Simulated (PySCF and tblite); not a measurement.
The numbers below are computed, except where a source is named.
Conformers and averaged properties: C3H8O, numbered as in [CH3:1][CH2:2][CH2:3][OH:4]

Level: PBE0-D3(BJ)/pcSseg-1 (IEF-PCM, chloroform)//GFN2-xTB, thermal terms from GFN2-xTB, symmetry numbers and mirror pairs counted. Conformers within 3 kcal/mol (GFN2-xTB free energy) were kept, 10 at most. GIAO shieldings: PBE0/pcSseg-1 (IEF-PCM, chloroform). Couplings: B3LYP/pcJ-1 (gas phase; spin-dipole term only for pairs with B, N, F, Si or P). Couplings are for ¹³C, ¹H, ¹⁷O; a prime marks the second kind of pair between the same two sets of atoms. Shifts are against TMS (¹H), TMS (¹³C) at the same level. Run with PySCF (density fitting) and tblite.

Torsions listed: C1–C2–C3–O4, C2–C3–O4–H4. Of a mirror pair one member is shown.

| conformer | shape | symmetry | E(GFN2) kcal/mol | E(DFT) kcal/mol | G(298.15 K) kcal/mol | weight % | dipole D |
| --- | --- | --- | --- | --- | --- | --- | --- |
| 1 | 62°, 56° | C1 (pair) | 0.12 | 0.00 | 0.00 | 31.1 | 1.97 |
| 2 | -178°, -58° | C1 (pair) | 0.00 | 0.21 | 0.18 | 22.9 | 1.99 |
| 3 | 68°, -58° | C1 (pair) | 0.28 | 0.22 | 0.21 | 21.8 | 2.02 |
| 4 | 67°, -179° | C1 (pair) | 1.70 | 0.57 | 0.39 | 16.2 | 1.89 |
| 5 | 180°, 180° | Cs | 1.39 | 0.62 | 0.80 | 8.1 | 1.85 |

Weights (%) against temperature:

| T (K) | 1 | 2 | 3 | 4 | 5 | S(mix) cal/mol/K |
| --- | --- | --- | --- | --- | --- | --- |
| 220 | 34.8 | 22.8 | 21.8 | 13.8 | 6.8 | 4.25 |
| 260 | 32.6 | 22.9 | 21.8 | 15.2 | 7.5 | 4.29 |
| 298.15 | 31.1 | 22.9 | 21.8 | 16.2 | 8.1 | 4.31 |
| 340 | 29.8 | 22.8 | 21.6 | 17.1 | 8.6 | 4.32 |
| 380 | 28.9 | 22.8 | 21.5 | 17.9 | 9.0 | 4.33 |

Averaged shifts at 298.15 K. ¹H: 3.90 (H3, 2H), 1.52 (H2, 2H), 1.03 (H1, 3H) ppm. ¹³C: 70.0 (C3), 31.2 (C2), 12.5 (C1) ppm.

Averaged couplings (Hz): ¹J(C1,C2) 34.1, ³J(C1,O4) -0.9, ¹J(C1,H1) 131.9, ²J(C1,H2) -3.2, ³J(C1,H3) 5.0, ¹J(C2,C3) 35.9, ²J(C2,O4) -2.4, ²J(H1,C2) -3.7, ¹J(C2,H2) 132.6, ²J(C2,H3) -0.8, ³J(C2,H4) 3.5, ¹J(C3,O4) 20.2, ³J(H1,C3) 6.1, ²J(H2,C3) -3.4, ¹J(C3,H3) 144.8, ²J(C3,H4) -2.5, ³J(H2,O4) -2.9, ²J(H3,O4) -7.5, ¹J(O4,H4) -70.9, ²J(H1,H1) -13.4, ³J(H1,H2) 7.8, ²J(H2,H2) -13.3, ³J(H2,H3) 6.8, ³J(H2,H3′) 5.5, ²J(H3,H3) -10.4, ³J(H3,H4) 7.1.

Coordinates of conformer 1 (Å):

```xyz
12

C    -1.280    0.569    0.058
C    -0.185   -0.344    0.597
C     0.895   -0.612   -0.453
O     1.565    0.556   -0.864
H    -0.844    1.488   -0.326
H    -1.812    0.081   -0.755
H    -1.992    0.819    0.840
H    -0.612   -1.299    0.909
H     0.279    0.117    1.474
H     1.616   -1.346   -0.061
H     0.445   -1.021   -1.361
H     1.926    0.993   -0.084
```

H on N, O and S are left out: they exchange, and hydrogen bonds move them by several ppm. Shifts are unscaled: against experiment ¹³C can be off by 15 ppm or more and ¹H by 0.8 ppm.

Search and properties took 81 s on 1 thread of Arm Neoverse V2 (shared host) (rough), launched as `OMP_NUM_THREADS=1 python ens_run.py task.json out`.
